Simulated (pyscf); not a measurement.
A first-order saddle from PySCF, ωB97X-D3(BJ)/def2-SVP:

```
O
H 1 1.1240
H 1 1.1240 2 63.62
H 3 1.2645 1 120.27 2 0.70
Ga 1 1.8810 2 138.17 3 133.89
```
Charge 0, spin multiplicity 1.

Surface: singlet, charge 0. Lowest wavenumbers (cm⁻¹): 2416i, 84, 321, 471, 793.

Q: Name the species on either side of this saddle.

A: HO–Ga (SMILES [OH][Ga]) [singlet] + H₂ (SMILES [H][H]) ⇌ HO–Ga (SMILES [OH][Ga]) [singlet] + H₂ (SMILES [H][H]), a four-centre exchange read from left to right: H–O, H–H broken and H–O, H–H formed. At ωB97M-D3(BJ)/def2-TZVP it lies +64.6 kcal/mol from the left side and +64.6 kcal/mol from the right (each side as separated species at their lowest minima found). The same reactants have a lower exit, to GaH [singlet] + H₂O (barrier +30.9 kcal/mol at ωB97M-D3(BJ)/def2-TZVP, against +64.6 kcal/mol here). One saddle was located; it need not be the lowest between these sides. Elements up to Kr have no core potential and no relativistic terms here.
